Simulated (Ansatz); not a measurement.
# CH6O2: the cost of one run

Program: Ansatz 0.2.0. Level of theory: the levels named in each step. These are calculated values, not measurements.

## Step 1: The starting structure

Bond lengths: C1–O2 1.412 Å, C1–H4 1.094 Å, C1–H5 1.094 Å, C1–H6 1.088 Å, O2–H7 0.963 Å, O3–H8 0.968 Å, O3–H9 0.958 Å. Angles: C1–O2–H7 109.0°, O2–C1–H4 111.3°, O2–C1–H5 111.4°, O2–C1–H6 106.4°, H4–C1–H5 109.4°, H4–C1–H6 109.2°, H5–C1–H6 109.1°, H8–O3–H9 106.2°.

As a file:

```xyz
9

C     0.3391    1.5811   -0.3062
O    -0.1317    0.6565    0.6515
O    -0.1602   -2.0044   -0.3773
H     0.4957    2.5679    0.1386
H     1.2700    1.2387   -0.7671
H    -0.4321    1.6520   -1.0710
H     0.5241    0.5686    1.3519
H    -0.2331   -1.0848   -0.0825
H    -1.0322   -2.3881   -0.2746
```

## Step 2: A rough first relaxation, PBE-D4/def2-SVP

This run stands in another session on the same molecule. It ended at:

```xyz
9

C     0.2297    1.3610   -0.3167
O    -0.2805    0.8048    0.8940
O     0.0681   -1.7568   -0.2212
H     0.8456    2.2713   -0.1406
H     0.8192    0.6119   -0.8913
H    -0.6425    1.6607   -0.9314
H     0.4787    0.6681    1.4912
H    -0.2758   -0.9956    0.3023
H    -0.6029   -1.8381   -0.9231
```

## Step 3: Relaxation, HF/STO-3G

The input, input.yaml:

```yaml
crystal:
  periodic: [false, false, false]
  atoms:
    - { symbol: C, position_ang: [0.22973766, 1.36095541, -0.31671541] }
    - { symbol: O, position_ang: [-0.28050951, 0.80480213, 0.894016] }
    - { symbol: O, position_ang: [0.06809836, -1.75675143, -0.22121458] }
    - { symbol: H, position_ang: [0.84564192, 2.27132438, -0.14059012] }
    - { symbol: H, position_ang: [0.81918107, 0.61191896, -0.89125059] }
    - { symbol: H, position_ang: [-0.64249475, 1.66068007, -0.93137089] }
    - { symbol: H, position_ang: [0.47865331, 0.66810725, 1.49116675] }
    - { symbol: H, position_ang: [-0.27579626, -0.99557079, 0.30228297] }
    - { symbol: H, position_ang: [-0.6028518, -1.83805598, -0.92307414] }
basis:
  gaussian: { orbitals: STO-3G }
hamiltonian:
  xc: hf
relax:
  f_tol: 0.002
  max_steps: 150
```

Launch:

```console
$ ansatz run input.yaml --threads 2 --pin off --max-ram 5120MiB --backend cpu --events-out ev --progress --plain --runs-dir out
```

**Question.** How long does this run take on 2 threads of Oxide Virtual Turin-like (Zen 5), shared host, and how much memory does it need?

About 5.2 s, with a peak of 0.1 GiB.
